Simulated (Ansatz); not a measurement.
A nudged elastic band was laid between two geometries of BClH2 + H3Si (8 atoms, charge 0, multiplicity 2).

The calculation used UKS PBE/6-31G* in Ansatz 0.2.0.

* movable images: 5
* climbing image: yes
* spring: 5.0 eV/Å²
* optimiser: quadratic models (default)
* start path: through a guess of the saddle point
* force threshold: 0.05 eV/Å
* iteration limit: 60
* end points: relaxed

Initial state:

```xyz
8
Properties=species:S:1:pos:R:3
B -0.004 0.001 -0.681
Cl -0.013 0.055 1.068
H 1.058 -0.016 -1.240
H -1.061 -0.016 -1.251
Si 0.013 -0.008 5.315
H -0.769 -1.207 5.768
H 1.429 -0.072 5.808
H -0.652 1.264 5.755
```

Final state:

```xyz
8
Properties=species:S:1:pos:R:3
B 0.032 -0.132 0.180
Cl 0.090 1.437 0.958
H 1.074 -0.665 -0.084
H -1.046 -0.601 -0.059
Si -0.131 0.318 4.815
H -0.961 -0.599 3.965
H 1.328 0.172 4.494
H -0.386 0.070 6.274
```

Q: What changes between the two ends?

A: No bond is made or broken.

Q: What energy profile does the band end with?

A: It converged. The highest image is number 1 of 0 to 6, 0.0 kcal/mol above the first end and 0.2 kcal/mol above the last; the last end lies 0.2 kcal/mol below the first. The top lies less than 8 meV above the higher end, about what the thresholds resolve: that end is a shoulder or a very shallow well. A vibrational analysis at the climbing image gives no mode beyond 40i cm⁻¹: the surface is too flat there to confirm a saddle point.

```csv
image,path coordinate (Å),energy (kcal/mol)
0,0.00,0.0
1,0.06,0.0
2,0.89,0.0
3,1.71,0.0
4,2.53,-0.1
5,3.36,-0.2
6,4.18,-0.2
```

Q: What is the geometry of the highest image?

A: 
```xyz
8
Properties=species:S:1:pos:R:3:forces:R:3
B -0.004 0.001 -0.680 0.00 0.00 0.03
Cl -0.008 0.051 1.072 0.00 0.00 -0.03
H 1.058 -0.015 -1.239 -0.01 0.00 0.00
H -1.064 -0.016 -1.243 0.01 0.00 0.00
Si 0.013 0.005 5.311 0.00 0.00 0.00
H -0.769 -1.210 5.720 0.00 0.00 0.00
H 1.428 -0.075 5.807 0.00 0.00 0.00
H -0.654 1.260 5.794 0.00 0.00 0.00
```

Time of the run: 4.6 min on 1 thread of Intel(R) Xeon(R) Platinum 8259CL CPU @ 2.50GHz (Skylake/Cascade Lake), with other jobs on the host, peak memory 0.15 GiB.
